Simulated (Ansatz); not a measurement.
fcc Pt, treated with PBEsol in Ansatz (plane waves, PAW).

A relaxed, unreconstructed slab of the (110) face has 12 atoms, two equal faces of 10.864 Å² each and an energy of -148602.7542 eV. A bulk cell of 2 atoms with the same orientation and in-plane k mesh has -24767.6471 eV. Energies are extrapolated to zero smearing.

Numerical settings: plane-wave cutoff 500 eV, 14×20×1 k mesh (along the axes of the cell as run), Fermi–Dirac smearing 0.1 eV, scalar-relativistic PAW data made under PBE.

Worked out: γ = (E_slab − N E_bulk per atom)/2A = [-148602.7542 − 12 × (-24767.6471/2)]/(2 × 10.864) = 0.1440 eV/Å². With 16.022 J/m² per eV/Å² this is 2.31 J/m², or 1.56 eV per surface cell and face.

Ansatz is a program for electronic structure.
